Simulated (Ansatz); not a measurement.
## A barrier at the coupled-cluster level

Start structure (BH4OF, closed shell), relaxed at PBE0-D4/def2-TZVP:

```
7
angstrom
B 0.0209 -0.2777 -0.6807
F -0.9024 -1.2224 -0.2911
H 1.1400 -0.6957 -0.8520
H -0.4023 0.5778 -1.4192
H 0.5279 0.0196 1.4523
O 0.2394 0.6290 0.7611
H -0.6234 0.9692 1.0296
```

The step: BH₂F ([BH2][F]) + H₂O → BH₃O ([BH2][OH]) + HF; bonds formed: F2–H5; dative contacts that become bonds: B1–O6; bonds broken: B1–F2, H5–O6. Ansatz 0.2.0; basis: def2-TZVPP and def2-QZVPP; cores frozen in the correlated methods. Extrapolation: Hartree–Fock as exp(−7.88 √X), correlation as X^−2.97. Energies below are by CCSD(T) at an estimated basis limit (MP2 extrapolated from triple and quadruple zeta, plus CCSD(T) − MP2 in triple zeta).

(1) What are the electronic barrier and the energy of the step, from the start structure to the end structure? (To be estimated.)

T1 diagnostic: at most 0.012.

Results:

(1) Computed: Barrier 0.964 eV; step energy 0.074 eV (uphill); reverse barrier, their difference, 0.890 eV. Barrier and step energy count from the start structure, the reverse barrier from the end structure.

The saddle point: One imaginary mode of 851i cm⁻¹.
```
 pair  start (Å)  saddle (Å)  end (Å)
B1–O6       1.72        1.50     1.36
F2–H5       2.57        1.10     0.94
B1–F2       1.38        1.67     3.66
H5–O6       0.97        1.29     1.72
```

Zero-point energy (harmonic, PBE0-D4): ZPE is 1.369 eV at the start and 1.269 eV at the saddle, so the barrier goes from 0.964 to 0.864 eV.

First-order rate constant out of the start structure at 298 K by transition-state theory, with harmonic vibrational free energies alone and no tunnelling: ΔA‡ = 0.887 eV, so k = (kB T/h) exp(−ΔA‡/kB T) ≈ 10^-2 s⁻¹ (an order of magnitude at best: rotation, the number of equivalent paths and anharmonicity are left out).

The step is the kind of ligand exchange by which a precursor binds to a hydroxyl group, or is hydrolysed, in atomic layer deposition of oxides.

Labels in which every atom is bracketed show which atoms are joined, not bond orders.

For scale, one of the runs: CCSD(T)/def2-TZVPP, 149 basis functions, launched by `ansatz run in.yaml --threads 2 --pin off --events-out ev --progress --plain --max-ram 4352MiB`. The run took 7.5 s on 2 CPU threads of an Intel Xeon 6975P-C (shared host), with 1.1 GiB of host memory at its peak.
